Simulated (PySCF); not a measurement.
Rock-salt NaCl: correlation energy from several methods in one and the same small orbital space (PySCF; 2 atoms at the zone centre, 8 electrons in 23 orbitals, empty ones MP2 natural orbitals of a DZ basis, lattice constant set to 6.48612 Å). Its volume lies 52 % above that of the crystal's usual cell. It tests the methods against each other and lies far from the crystal's limit.

```csv
method,E_corr (eV per atom),share of full CI (%),error (meV)
MP2,-1.6257,85.7,272
CCSD,-1.8728,98.7,25
CCSD(T),-1.8925,99.7,5
CCSDT,-1.8955,99.9,2
CCSDT(Q),-1.8977,100.0,0
full CI,-1.8980,100.0,0
```

The Hartree–Fock determinant has a weight of 0.94 in the full CI state.

MP2, (T) and (Q) use filled levels shifted down by the Madelung term, which in so small a cell is a large part of the gap, so these rows hang on it.
